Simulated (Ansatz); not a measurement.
**BH (singlet): from Hartree-Fock to the top rungs, aug-cc-pVDZ**

How much of the correlation energy of BH (singlet) does each wave-function method recover here?

Method: aug-cc-pVDZ, core rule «outside noble gas», up to 1 orbitals frozen; program: Ansatz 0.2.0, Gaussian basis.

Plan: UHF; CCSD(T) on RHF; CCSD(T) on UHF; BCCD(T) on RHF; CISD; CCSDT(Q) on RHF; CCSDT(Q) on UHF; CASSCF and MRCISD+Q, 4 electrons in 5 orbitals; CASSCF and NEVPT2, 4 electrons in 5 orbitals; Full CI.

18 further runs of the same task are left out: 8 that didn't finish, 10 set aside as unsound or not needed.

## 1. The geometry

The geometry is a PBE0/def2-TZVPD stationary point (not a proven minimum) of the parent state, kept for this charge and spin.

2 atoms, charge 0, spin multiplicity 1.

Atoms are counted from 1 here; the program's logs count them from 0.

Bond lengths: B1–H2 1.263 Å.

## 2. UHF

in.yaml

```yaml
crystal:
  periodic: [false, false, false]
  atoms:
    - {symbol: B, position_ang: [0.000000, 0.000000, 0.000000]}
    - {symbol: H, position_ang: [0.000000, 0.000000, 1.262771]}
basis:
  gaussian: {orbitals: aug-cc-pVDZ}
magnetization: {spin_polarized: true, initial_magnetization: 0}
hamiltonian: {xc: hf}
output: {orbitals: {seedname: orbitals}}
```

Launch:

```bash
$ ansatz run in.yaml --threads 1 --pin off --events-out ev --progress --plain --max-ram 2393MiB
```

Further steps of the session: CCSD(T) on RHF; CCSD(T) on UHF; BCCD(T) on RHF; CISD; CCSDT(Q) on RHF; CCSDT(Q) on UHF; CASSCF and MRCISD+Q, 4 electrons in 5 orbitals; CASSCF and NEVPT2, 4 electrons in 5 orbitals; Full CI.

Q: Predict the results of all the runs planned. Wanted: FCI below the RHF energy; RMP2 from FCI; UMP2 from FCI; RCCSD from FCI; RCCSD(T) from FCI; UCCSD(T) from FCI; RCCSDT(Q) from FCI; UCCSDT(Q) from FCI; NEVPT2 valence from FCI.

**Answer**, as computed:

| quantity | value |
| --- | --- |
| FCI below the RHF energy | -2.5117 eV |
| RMP2 from FCI | +18.63 kcal/mol |
| UMP2 from FCI | +21.97 kcal/mol |
| RCCSD from FCI | +1.30 kcal/mol |
| RCCSD(T) from FCI | +0.33 kcal/mol |
| UCCSD(T) from FCI | +0.40 kcal/mol |
| RCCSDT(Q) from FCI | +0.01 kcal/mol |
| UCCSDT(Q) from FCI | +0.03 kcal/mol |
| NEVPT2 valence from FCI | +8.55 kcal/mol |
| MRCISD+Q valence from FCI | +0.16 kcal/mol |
| levels within 1 kcal/mol (43 meV) | RCCSD(T), UCCSD(T), BCCD(T), RCCSDT, UCCSDT, RCCSDT(Q), UCCSDT(Q), MRCISD valence, MRCISD+Q valence |
| T1 diagnostic | 0.013 |
| effectively unpaired electrons | 0.12 |

**Reading.** RCCSD(T) lands +0.33 kcal/mol from the yardstick (0.6 % of the correlation energy). One determinant dominates. Of the multireference levels listed MRCISD+Q valence comes nearest in total energy (+0.16 kcal/mol), which doesn't show that its space is the better one. These misses are within one basis, not against nature.
